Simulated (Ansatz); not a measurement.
## Palladium, fcc: convergence with the plane-wave cutoff

Computed with Ansatz, LDA, scalar-relativistic PAW, on the relaxed cell (a = 3.842 Å; spin not included). Errors count from a run at 420 eV on a Γ-centred 23×23×23 mesh with Fermi-Dirac smearing of 0.1 eV, extrapolated to zero width. Fixed here: mesh 14×14×14, Fermi-Dirac width 0.1 eV. The pressure holds a Pulay correction and is unreliable far below the recommended cutoff. The SCF starts from atomic densities corrected by a trained network.

```
cutoff (eV)  E(σ→0) error (meV/atom)  P (GPa)  SCF iterations
        150                  58177.2  -165.25               7
        250                   1916.2     7.74               6
        300                    215.6    -0.36               6
        350                     23.5    -0.19               6
        420                      9.4    -0.03               6
        500                      8.4    -0.04               6
        600                      8.0    -0.05               6
        800                      7.5    -0.06               6
```

Problem. What does the run at 200 give (cutoff)?

Solution. E(σ→0) error (meV/atom): 12403.1; P (GPa): -19.35; SCF iterations: 7.

Within 5 meV/atom of the last row: from 420 eV on.
